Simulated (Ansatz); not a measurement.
A run of Ansatz (development build ahead of 0.2.0) on singlet NaCl at this shape:

```xyz
2

Na    0.0000    0.0000   -1.3062
Cl    0.0000    0.0000    0.8452
```

Its results:

* Converged: yes
* Reference energy: -621.44383 hartree
* Correlation energy: -0.21191 hartree
* Total energy: -621.65573 hartree
* Spin squared of the determinant: 0.000

(1) Which input gives this output? Name the method, the orbitals and the basis set, and write the input.

## Answers

(1) RHF-MP2 in cc-pVTZ. An unrestricted run that stays on the closed shell gives the same numbers.

```yaml
crystal:
  periodic: [false, false, false]
  atoms:
    - { symbol: Na, position_ang: [0.0, 0.0, -1.30616] }
    - { symbol: Cl, position_ang: [0.0, 0.0, 0.84516] }
basis:
  gaussian: { orbitals: cc-pVTZ }
hamiltonian:
  xc: hf
correlation:
  method: mp2
  frozen_orbitals: { Cl: 5, Na: 1 }
```
